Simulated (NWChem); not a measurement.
# Correlation energy of Si (+1)

```
Si
```
Charge +1, spin multiplicity 2.

Program: NWChem.

Basis set: cc-pVTZ. Each correlation energy counts from its own Hartree-Fock reference.

| method | correlation energy (mHa) |
|---|---|
| SCS-UMP2 | -47.2 |
| UMP2 | -41.3 |
| CCSD(T) on ROHF | -64.4 |
| CCSD[T] on UHF | -59.6 |
| CCSD on ROHF | -63.0 |
| CCSD[T] on ROHF | -64.3 |
| CCSD(T) on UHF | -59.6 |
| URI-MP2 | -41.3 |
| CCSDT on ROHF | -64.7 |
| CCSD on UHF | -58.5 |

The values span 23.4 mHa, from CCSDT on ROHF (lowest) to UMP2 (highest). 

The correlated methods keep 5 core orbitals frozen. The stability of the SCF solutions was not checked. Open-shell Hartree-Fock references start from PBE0 orbitals. Coupled-cluster values serve here as a point of comparison, not as the truth.
